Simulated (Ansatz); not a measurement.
Scan of the H4–B1–H5 angle

C₂H₃B (SMILES BC#C), singlet, at its PBE0-D4/def2-TZVP minimum:

```
6
angstrom
B -0.8304 0.6473 -0.3943
C 0.2786 -0.2241 0.1179
C 1.1727 -0.9266 0.5305
H -1.7562 0.1567 -0.9657
H -0.7833 1.8282 -0.2286
H 1.9608 -1.5456 0.8940
```

The angle H4–B1–H5 (120.2° at the minimum) is set to the values below, H4, with anything bonded beyond it, turning rigidly in the plane of the angle. Each method's energies count from its own value at the PBE0-D4 minimum structure. Program: Ansatz 0.2.0. Basis: def2-TZVPP. Cores are frozen in the correlated methods. B3LYP uses VWN-RPA correlation.

```tsv
angle (°)	CCSD(T) (eV)	HF (eV)	B3LYP-D4 (eV)	r2SCAN-D4 (eV)	PBE-D4 (eV)
96.2	0.427	0.478	0.408	0.403	0.380
102.2	0.241	0.270	0.230	0.228	0.215
108.2	0.107	0.120	0.102	0.101	0.095
114.2	0.027	0.030	0.025	0.025	0.024
120.2	0.000	0.000	0.000	0.000	0.000
126.2	0.028	0.031	0.027	0.026	0.025
132.2	0.113	0.125	0.109	0.106	0.101
138.2	0.255	0.284	0.246	0.239	0.228
144.2	0.456	0.509	0.439	0.428	0.408
```

Minimum and curvature along this coordinate at CCSD(T): A fifth-order fit through the nearest points gives 120.1°, with a curvature of about 1.5 meV/deg².

Largest difference from the CCSD(T) curve over the scan: PBE0-D4 0.031; wB97M-V 0.026; MP2 0.012 eV. Each curve counts from its own value at the minimum.

No T1 diagnostic of these runs exceeds 0.015.

For scale, one of the runs: CCSD(T)/def2-TZVPP, 135 basis functions (an equivalent command: `ansatz run in.yaml --threads 2`). The run took 8.5 s on 2 CPU threads (shared host), with 0.77 GiB of host memory at its peak.
